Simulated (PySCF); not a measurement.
Compound: C4H2O2.
InChI=1S/C4H2O2/c1-2-4(6)3-5/h1,3H

Method used: MP2 and CCSD/aug-cc-pVDZ in PySCF, restricted Hartree–Fock reference, frozen core, non-relativistic, gas phase, PBE0-D3(BJ)/def2-SVP geometry.

E(HF) = -302.30225 Eh.

Q: How large is the problem?

A: 156 basis functions and 42 electrons; 6 orbitals frozen, which leaves o = 15 correlated occupied and v = 135 virtual orbitals. That is o·v = 2025 singles and o·v(o·v + 1)/2 = 2051325 distinct closed-shell doubles amplitudes before symmetry; the costliest CCSD step grows as o²v⁴ = 7.5 × 10^10.

Q: What are the MP2 and CCSD correlation energies?

A: MP2 -0.8962 Eh and CCSD -0.9146 Eh, which gives totals of -303.19848 and -303.21687 Eh. That is 0.830 eV for each correlated electron at CCSD (2401 kJ/mol in all, 0.302 % of the total energy); MP2 gives 98.0 % of the CCSD value.

Q: What is the T1 diagnostic?

A: 0.0166, below the customary warning level of 0.02. It is the norm of the spatial-orbital singles amplitudes over the root of the number of correlated electrons, so the norm is 0.091.

Q: How does correlation change the dipole moment?

A: HF gives 1.23 D and CCSD (unrelaxed density) 1.13 D, a change of -0.10 D.

No triples correction and no basis-set extrapolation were made.

The job also held the EOM ionisation roots. On one thread, Arm Neoverse V1 (aarch64) (shared host), this took 8.2 min of wall time and 2.7 GiB of memory at its peak.

The values belong to the conformer `[CH:1]#[C:2][C:3](=[O:4])[CH:5]=[O:6]`: C2–C3–C5–O6 0°.
